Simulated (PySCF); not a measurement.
C4H4NP.
Numbering: `[cH:1]1[cH:2][n:3][cH:4][p:5][cH:6]1` (hydrogens: H7 on C1; H8 on C2; H9 on C4; H10 on C6)

The same species was optimised twice, with GFN2-xTB and with PBE0-D3(BJ)/def2-SVP (PySCF), and the same property calculations (PySCF, gas phase) were run on both structures.

| coordinate | GFN2-xTB | PBE0-D3(BJ)/def2-SVP | change |
| --- | --- | --- | --- |
| N3–C4 (Å) | 1.309 | 1.325 | +0.016 |
| C1–C6 (Å) | 1.379 | 1.389 | +0.010 |
| C2–N3 (Å) | 1.320 | 1.330 | +0.010 |
| C1–C2 (Å) | 1.389 | 1.397 | +0.008 |
| C4–P5 (Å) | 1.749 | 1.751 | +0.002 |
| P5–C6 (Å) | 1.739 | 1.739 | 0.000 |
| C2–N3–C4 (°) | 121.9 | 120.9 | -1.0 |
| N3–C4–P5 (°) | 128.6 | 129.1 | +0.5 |
| C1–C2–N3 (°) | 125.3 | 125.6 | +0.3 |
| C4–P5–C6 (°) | 97.9 | 98.1 | +0.2 |
| C2–C1–C6 (°) | 122.2 | 122.2 | 0.0 |
| C1–C6–P5 (°) | 124.1 | 124.1 | 0.0 |

Rotational constants: A = 5355, B = 3623, C = 2161 MHz (GFN2-xTB) against A = 5303, B = 3586, C = 2139 MHz (PBE0-D3(BJ)/def2-SVP). Point groups within 0.08 Å: Cs and Cs.

On the GFN2-xTB structure: lowest singlet, TDDFT (eV) 3.90 [wB97X-D/def2-SVPD]; lowest triplet, Tamm–Dancoff (eV) 3.30 [wB97X-D/def2-SVPD]; isotropic polarisability (au) 74.6 [wB97X-D/def2-SVPD]; HOMO (eV) -9.00 [wB97X-D/def2-SVPD]; LUMO (eV) -0.20 [wB97X-D/def2-SVPD]; dipole (D) 1.93 [wB97X-D/def2-SVPD]; HOMO (eV) -7.11 [PBE0/pcSseg-1]; LUMO (eV) -1.90 [PBE0/pcSseg-1]; dipole (D) 1.89 [PBE0/pcSseg-1]; GIAO shielding of C1 (ppm) 58.4 [PBE0/pcSseg-1]; GIAO shielding of C2 (ppm) 34.7 [PBE0/pcSseg-1]; GIAO shielding of N3 (ppm) -111.6 [PBE0/pcSseg-1]; GIAO shielding of C4 (ppm) -5.3 [PBE0/pcSseg-1]; GIAO shielding of P5 (ppm) 99.4 [PBE0/pcSseg-1]; GIAO shielding of C6 (ppm) 11.2 [PBE0/pcSseg-1].

Q: What do these properties become on the PBE0-D3(BJ)/def2-SVP structure?

A: 
```csv
property,level,on GFN2-xTB,on PBE0-D3(BJ)/def2-SVP,change
"lowest singlet, TDDFT (eV)",wB97X-D/def2-SVPD,3.90,3.97,+0.07
"lowest triplet, Tamm–Dancoff (eV)",wB97X-D/def2-SVPD,3.30,3.30,0.00
isotropic polarisability (au),wB97X-D/def2-SVPD,74.6,75.5,+0.9
HOMO (eV),wB97X-D/def2-SVPD,-9.00,-9.06,-0.06
LUMO (eV),wB97X-D/def2-SVPD,-0.20,-0.21,-0.01
dipole (D),wB97X-D/def2-SVPD,1.93,1.96,+0.03
"energy, GFN2-xTB geometry as zero (kcal/mol)",wB97X-D/def2-SVPD,0.0,-0.5,-0.5
HOMO (eV),PBE0/pcSseg-1,-7.11,-7.18,-0.07
LUMO (eV),PBE0/pcSseg-1,-1.90,-1.91,-0.01
dipole (D),PBE0/pcSseg-1,1.89,1.91,+0.02
"energy, GFN2-xTB geometry as zero (kcal/mol)",PBE0/pcSseg-1,0.0,-0.3,-0.3
GIAO shielding of C1 (ppm),PBE0/pcSseg-1,58.4,55.4,-3.0
GIAO shielding of C2 (ppm),PBE0/pcSseg-1,34.7,31.3,-3.4
GIAO shielding of N3 (ppm),PBE0/pcSseg-1,-111.6,-118.5,-6.9
GIAO shielding of C4 (ppm),PBE0/pcSseg-1,-5.3,-8.3,-3.0
GIAO shielding of P5 (ppm),PBE0/pcSseg-1,99.4,100.0,+0.6
GIAO shielding of C6 (ppm),PBE0/pcSseg-1,11.2,10.1,-1.1
```

The heavy atoms differ by 0.009 Å rms after alignment. Among bonds between heavy atoms N3–C4 changes most (+0.016 Å). Changes are differences of the printed values. Neither structure is proved a minimum here.

Note: wB97X-D ran without an empirical dispersion term, which enters the total energy and its gradient alone.
